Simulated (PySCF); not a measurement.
Gas-phase reaction: SiCl4 + HF ⇌ SiCl3F + HCl

Energies from PySCF, thermal terms from the rigid-rotor harmonic-oscillator model, ideal gas at 1 bar. † marks an energy on the PBE0/def2-TZVP geometry and frequencies; other levels use their own. MP2 and CCSD(T) freeze the core. 6-31G* has spherical d functions here. All species are closed-shell singlets. B3LYP is the form with VWN-RPA correlation. MP2 isn't extrapolated to the basis-set limit; its ΔH°(298 K) is -51.2 kJ in def2-SVP and -49.2 kJ in def2-TZVPP. CCSD(T) isn't extrapolated to the basis-set limit; its ΔH°(298 K) is -55.0 kJ in def2-SVP and -57.9 kJ in def2-TZVPP. The harmonic model lacks anharmonicity and excited electronic states, which grow with temperature; levels with a mode under 35 cm⁻¹ are left out.

| level | ΔE electronic, kJ | ΔH°(298 K), kJ | ΔS°(298 K), J/K | ΔG°(2500 K), kJ |
|---|---|---|---|---|
| B3LYP/6-31G* | -95 | -99 | 13 | -126 |
| BLYP/def2-TZVP† | -63 | -67 | 13 | -95 |
| CCSD(T)/def2-SVP† | -50 | -55 | 13 | -83 |
| HF/6-31G* | -88 | -92 | 13 | -121 |
| MP2/def2-SVP† | -47 | -51 | 13 | -79 |
| MP2/def2-TZVPP† | -45 | -49 | 13 | -77 |
| PBE/def2-SVP | -55 | -59 | 13 | -88 |
| PBE0/def2-QZVP† | -47 | -52 | 13 | -80 |
| PBE0/def2-TZVP | -49 | -54 | 13 | -82 |
| LDA/def2-TZVP† | -50 | -54 | 13 | -82 |
| ωB97X-V/def2-TZVP† | -55 | -60 | 13 | -88 |
ΔH° is lowest at B3LYP/6-31G* and highest at MP2/def2-TZVPP†. No reference value is set beside these.
